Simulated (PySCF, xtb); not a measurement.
propyne (C₃H₄), SMILES C#CC.

Harmonic wavenumbers (cm⁻¹) from GFN2-xTB in xtb at its own minimum, in rising order: 295, 296, 645, 645, 997, 1033, 1034, 1388, 1455, 1456, 2305, 3004, 3006, 3012, 3402.

### Question
What does PBE-D3(BJ)/def2-TZVP (PySCF) give at its own minimum? (An estimate is asked for; the answer gives what the named calculation found.)

### Answer
332, 332, 608, 608, 940, 1012, 1012, 1359, 1423, 1423, 2166, 2966, 3030, 3030, 3404. Paired by order, the mean absolute difference is 37 cm⁻¹ and the zero-point energies are 34.3 and 33.8 kcal/mol.
